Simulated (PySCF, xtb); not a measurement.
Bonds broken one at a time in the series allenyl-X. Gas-phase values, no solvent. One relaxed conformer stands for each flexible species; it need not be the lowest. Strings in code marks are SMILES.

Quantity: homolytic bond dissociation enthalpy at 298 K (no spin–orbit term), in kcal/mol. Enthalpy corrections at 298 K come from GFN2-xTB frequencies (xtb).

Level 1: PBE-D3(BJ)/def2-TZVP // B3LYP-D3(BJ)/def2-TZVP (PySCF)
Level 2: ωB97X-D3(BJ)/def2-TZVP // B3LYP-D3(BJ)/def2-TZVP (PySCF)
Level 3: B3LYP/3-21G // B3LYP-D3(BJ)/def2-TZVP (PySCF)
Level 4: B3LYP/6-31G* // B3LYP-D3(BJ)/def2-TZVP (PySCF)

```
species                                                     level 2  level 3  level 4
----------------------------------------------------------  -------  -------  -------
C–Cl bond of `C=C=CCl`, giving `[CH]=C=C` and `[Cl]`           73.3     57.3     68.7
C–Si bond of `C=C=C[SiH3]`, giving `[CH]=C=C` and `[SiH3]`     83.1     72.1     75.4
C–Se bond of `C=C=C[SeH]`, giving `[CH]=C=C` and `[SeH]`       58.2     57.4     53.0
C–C bond of `C#CC=C=C`, giving `[CH]=C=C` and `[C]#C`         120.1    116.0    118.2
C–O bond of `C=C=COC`, giving `C[O]` and `[CH]=C=C`            73.8     72.6     71.6
```

Q: What does level 1 give for each?

A: 
- C–Cl bond of `C=C=CCl`, giving `[CH]=C=C` and `[Cl]`: 77.1
- C–Si bond of `C=C=C[SiH3]`, giving `[CH]=C=C` and `[SiH3]`: 78.2
- C–Se bond of `C=C=C[SeH]`, giving `[CH]=C=C` and `[SeH]`: 60.2
- C–C bond of `C#CC=C=C`, giving `[CH]=C=C` and `[C]#C`: 121.1
- C–O bond of `C=C=COC`, giving `C[O]` and `[CH]=C=C`: 75.2
